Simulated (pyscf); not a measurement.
HO–Al(Cl)–Cl + H₂ → HO–Al(Cl)–Cl + H₂ (four-centre exchange; singlet surface; H–O, H–H broken, H–O, H–H formed). Single points on ωB97X-D3(BJ)/def2-SVP structures (PySCF, gas phase). Energies in eV from the separated reactants.

```csv
level,barrier,reaction energy
ωB97X-D3(BJ)/def2-TZVP,[?],0.00
PBE/def2-TZVP,2.60,0.00
B3LYP-D3(BJ)/def2-TZVP,2.92,0.00
PBE0-D3(BJ)/def2-TZVP,[?],0.00
M06-2X/def2-TZVP,3.08,0.00
HF/def2-TZVP,3.88,0.00
```

Task: Some entries are withheld; supply them.

Result: 
- ωB97X-D3(BJ)/def2-TZVP, barrier: 3.04
- PBE0-D3(BJ)/def2-TZVP, barrier: 2.83

The functionals in the table span 0.48 eV in this barrier, from PBE to M06-2X. One saddle was located; it need not be the lowest between these sides.
